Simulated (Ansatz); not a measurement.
# CHNSi+ (doublet): the correlation ladder, def2-QZVPP

One table from this session's results is given with a row withheld; the runs are named, their logs left out.

Method: def2-QZVPP, core rule «outside noble gas», up to 7 orbitals frozen; program: Ansatz 0.2.0, Gaussian basis.

To be run: UHF; ROHF; CCSD(T) on UHF.

5 further runs of the same task are left out: 1 that didn't finish, 4 set aside as unsound or not needed.

### What is computed

The geometry is a PBE0/def2-TZVP stationary point (not a proven minimum) of the parent state, kept for this charge and spin.

4 atoms, charge 1, spin multiplicity 2.

Atoms are counted from 1 here; the program's logs count them from 0.

Bond lengths: C1–N2 1.210 Å, C1–H4 1.080 Å, N2–Si3 1.677 Å. Angles: N2–C1–H4 141.6°, C1–N2–Si3 175.8°.

The first run:

Contents of in.yaml:

```yaml
crystal:
  periodic: [false, false, false]
  atoms:
    - {symbol: C, position_ang: [0.000003, -0.203741, 0.797438]}
    - {symbol: N, position_ang: [-0.000006, -0.103756, -0.408858]}
    - {symbol: Si, position_ang: [0.000001, -0.087034, -2.085648]}
    - {symbol: H, position_ang: [0.000003, 0.394532, 1.697068]}
basis:
  gaussian: {orbitals: "def2-QZVPP.json"}
total_charge: 1
magnetization: {spin_polarized: true, initial_magnetization: 1}
hamiltonian: {xc: hf}
output: {orbitals: {seedname: orbitals}}
```

Started as:

```bash
$ ansatz run in.yaml --threads 1 --pin off --events-out ev --progress --plain --max-ram 2393MiB
```

Among the steps run: UHF; ROHF; CCSD(T) on UHF.

One of the session's tables, all rows but one given; the rest of the session is left out.

```
  method  from UCCSD(T) (meV)
    ROHF             +12739.1
     UHF             +12443.3
    UMP2                    ?
   UCCSD               +652.5
UCCSD(T)                    0
```

**Question.** Estimate the row for UMP2.

The run gave: from UCCSD(T) (meV): +1297.4. In the column «from UCCSD(T) (meV)» it lies between UCCSD (+652.5) and UHF (+12443.3).
